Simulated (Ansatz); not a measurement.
**How far each method lies from UCCSDTQ for C2H, doublet**

Geometry: MP2(full)/6-31G*, from the G2/97 set.

```xyz
3

C     0.0000    0.0000    0.0384
C     0.0000    0.0000   -1.1414
H     0.0000    0.0000    1.1030
```

Basis 6-31G* (Cartesian d functions); Ansatz 0.2.0. Correlated methods freeze the noble-gas cores, which leaves 9 electrons in 30 orbitals. R marks a restricted (for open shells ROHF) determinant, U an unrestricted one. Active spaces: valence = (9e, 9o) chosen from the atoms' valence shells.

Full CI isn't at hand for all of this; UCCSDTQ serves as the reference, and is uncertain by about the last step of the cluster series. The frozen core follows each run's orbitals, which can shift R against U totals by a few meV.

Unrestricted rows (U) aren't spin-pure: their determinants' ⟨S²⟩ exceeds S(S+1) by up to 0.31, so they mix in states of higher spin. For open shells CISD and CISDTQ are restricted-active-space CI with the open shells as a complete middle space.

```
UHF ⟨S²⟩                          : 1.065
T1 diagnostic (RCCSD)             : 0.0278
largest doubles amplitude (RCCSD) : 0.103
T1 diagnostic (UCCSD)             : 0.0564
```

```tsv
level	E − E(UCCSDTQ) (kJ/mol)	share of correlation (%)	wall time
RHF	668.9	0.00	–
UHF	632.4	5.46	–
RMP2	81.5	87.81	–
UMP2	117.5	82.44	–
CISD	73.7	88.98	1 s
RCCSD	31.1	95.34	–
UCCSD	31.0	95.36	–
RCCSD(T)	3.8	99.43	1.3 s
UCCSD(T)	5.6	99.17	0.91 s
BCCD(T)	4.0	99.40	1.1 s
RCCSDT	2.1	99.69	–
UCCSDT	2.0	99.69	–
CISDTQ	3.6	99.46	8.5 s (H100)
RCCSDT(Q)	-0.2	100.03	6.5 s
UCCSDT(Q)	-0.1	100.02	6.5 s
RCCSDTQ	0.0	100.00	27 s (H100)
CASSCF (valence space)	313.0	53.20	–
NEVPT2 (valence space)	62.2	90.71	2.4 s
MRCISD (valence space)	12.7	98.10	–
MRCISD+Q (valence space)	1.2	99.82	4 s
```

The correlation energy at UCCSDTQ, counted from RHF, is -6.932 eV. That run took 36 s on 2 threads of AMD EPYC 7R13 with a shared H100 80 GB, shared host.

Times hold each run's SCF and search for its determinant on a shared host, so for small cases they say little of a method's own cost; rows without a card ran on 1 thread of AMD EPYC 7R13.

Natural occupations of CASSCF (valence space) about the gap: 1.982 1.978 1.925 1.925 1.003 0.076 0.076 0.023 0.012; effectively unpaired electrons, Σ n²(2−n)², 1.09.

Atomization energy (electronic, same basis, no zero-point term; atoms at the same level, unrestricted beside the R rows where the molecule is a closed shell, with restricted open-shell steps beyond CCSDT(Q)) at UCCSDTQ: 1009.8 kJ/mol. Errors of other levels:

| level | error (kJ/mol) |
| --- | --- |
| RHF | -270.4 |
| UHF | -253.5 |
| RMP2 | 24.8 |
| UMP2 | -12.2 |
| CISD | -65.2 |
| RCCSD | -24.3 |
| UCCSD | -24.7 |
| RCCSD(T) | -2.0 |
| UCCSD(T) | -4.1 |
| BCCD(T) | -2.2 |
| RCCSDT | -1.7 |
| UCCSDT | -2.1 |
| CISDTQ | -3.3 |
| RCCSDT(Q) | 0.4 |
| UCCSDT(Q) | 0.0 |
| RCCSDTQ | 0.3 |
| CASSCF (valence space) | -13.1 |
| NEVPT2 (valence space) | 3.2 |
| MRCISD (valence space) | -9.1 |
| MRCISD+Q (valence space) | -4.6 |

This basis is far from its limit, so the value isn't to be set against a measured one. Truncated CI isn't size-consistent, which counts against it in atomization.
